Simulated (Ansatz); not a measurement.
Zinc-blende MgS (metastable phase) was calculated with PBEsol (Ansatz, a quantum-chemistry and plane-wave program, plane waves, PAW).

Run with plane-wave cutoff 520 eV, 10×10×10 k mesh, Fermi–Dirac smearing 0.01 eV, scalar-relativistic PAW data made under PBE.

The direct gap at Γ against volume; x = 100 ln(V/22.565 Å³). One gap is withheld.

```csv
V (Å³/atom),x,gap (eV)
21.211,-6.19,3.627
21.663,-4.08,3.521
22.114,-2.02,3.419
22.565,0.00,3.320
23.017,1.98,3.225
23.468,3.92,3.133
23.919,5.83,?
```

Fit a straight line to the rows shown, give the volume deformation potential and predict the withheld gap.

Means of the 6 rows: x̄ = -1.065, ȳ = 3.3742 eV. Σ(x − x̄)(y − ȳ) = -3.4954 and Σ(x − x̄)² = 71.524, so the slope is -0.0489 eV per unit of x, and dE_g/d ln V = -4.9 eV. At x = 5.83: 3.3742 + (-0.0489) × (5.83 − (-1.065)) = 3.037 eV. The run gives 3.045 eV, 0.008 eV above the line, as the curve bends the same way over all rows.

Measured, for comparison: band gap 4.78 ± 0.1 eV (temperature not stated, extrapolated in composition from an alloy gap of 4.19 eV, direct; extrapolated from a Zn0.2Mg0.8S0.645Se0.355 epilayer; as tabulated in Lucero et al. (2012), arXiv:1111.4515). Computed less measured: band gap -1.46 eV.
